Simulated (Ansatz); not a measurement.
`C/C=C/C(C)C`, relaxed with RKS PBE0-D4/def2-TZVP in Ansatz from a GFN2-xTB geometry. The force threshold is 0.005 eV/Å; the program also tests the step.

Total charge 0; spin multiplicity 1.

Start:

```xyz
18

C    -0.761   -1.907   -1.950
C    -0.038   -0.906   -1.109
C    -0.636   -0.002   -0.353
C     0.014    1.027    0.529
C    -0.421    0.790    1.979
C     1.536    1.052    0.431
H    -0.508   -1.769   -3.002
H    -0.467   -2.918   -1.671
H    -1.838   -1.810   -1.835
H     1.040   -0.964   -1.161
H    -1.719    0.023   -0.325
H    -0.367    2.010    0.220
H    -0.063   -0.178    2.322
H    -1.505    0.805    2.063
H    -0.014    1.560    2.630
H     1.854    1.235   -0.593
H     1.957    0.107    0.766
H     1.936    1.845    1.060
```

| step | energy (eV) | largest force (eV/Å) | largest move (Å) |
| --- | --- | --- | --- |
| 1 | -6412.2523 | 0.426 | 0.000 |
| 2 | -6412.2663 | 0.207 | 0.030 |
| 3 | -6412.2693 | 0.049 | 0.023 |
| 4 | -6412.2697 | 0.022 | 0.015 |
| 5 (rejected) | -6412.2697 | 0.050 | 0.025 |
| 6 | -6412.2698 | 0.010 | 0.012 |
| 7 | -6412.2699 | 0.014 | 0.015 |
| 8 | -6412.2699 | 0.010 | 0.007 |
| 9 | -6412.2699 | 0.007 | 0.007 |
| 10 (rejected) | -6412.2699 | 0.005 | 0.002 |
| 11 | -6412.2699 | 0.001 | 0.001 |

End:

```xyz
18

C    -0.755   -1.903   -1.967
C    -0.042   -0.895   -1.131
C    -0.640   -0.016   -0.336
C     0.019    1.009    0.538
C    -0.426    0.820    1.988
C     1.534    1.030    0.434
H    -0.524   -1.772   -3.029
H    -0.449   -2.921   -1.705
H    -1.837   -1.831   -1.843
H     1.044   -0.900   -1.197
H    -1.729   -0.029   -0.283
H    -0.355    1.991    0.213
H    -0.066   -0.137    2.376
H    -1.516    0.826    2.074
H    -0.033    1.616    2.625
H     1.866    1.215   -0.590
H     1.963    0.079    0.763
H     1.948    1.817    1.068
```

It took 35 s on 2 threads of an AMD EPYC 7R13 on a shared host and a share of an NVIDIA H100 80 GB, with 0.87 GiB of host memory at the peak.
